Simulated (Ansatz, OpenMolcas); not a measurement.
# Worked example: vertical energy of the triplet above the singlet of HBS (hydrogen boron sulfide)

HBS: 3 atoms, total charge 0, spin state singlet. SMILES: `B=S`. Geometry: relaxed at PBE0-D4/def2-TZVP.

```xyz
3

B    -0.0387   -0.0146    0.1348
S     0.3992    0.1476   -1.3933
H    -0.3605   -0.1331    1.2585
```

Both states at this one shape; open shells run unrestricted unless said. 1 Eh = 27.2114 eV.

| level | program | singlet HBS (Eh) | triplet HBS (Eh) |
| --- | --- | --- | --- |
| BLYP/def2-TZVPPD | OpenMolcas | -423.662349 | -423.492667 |
| r2SCAN/def2-TZVPPD | OpenMolcas | -423.624192 | -423.462210 |
| BHLYP/STO-3G | Ansatz | -418.912417 | -418.731125 |

Task: Work out the vertical gap, second state less first, at each level.

Result: 
1. BLYP/def2-TZVPPD: -423.492667 − (-423.662349) = 0.169682 Eh = 4.62 eV.
2. r2SCAN/def2-TZVPPD: -423.462210 − (-423.624192) = 0.161982 Eh = 4.41 eV.
3. BHLYP/STO-3G: -418.731125 − (-418.912417) = 0.181292 Eh = 4.93 eV.

No measured value is set beside it here; the levels span 4.41 to 4.93 eV. Minimal sets are far from the basis-set limit.
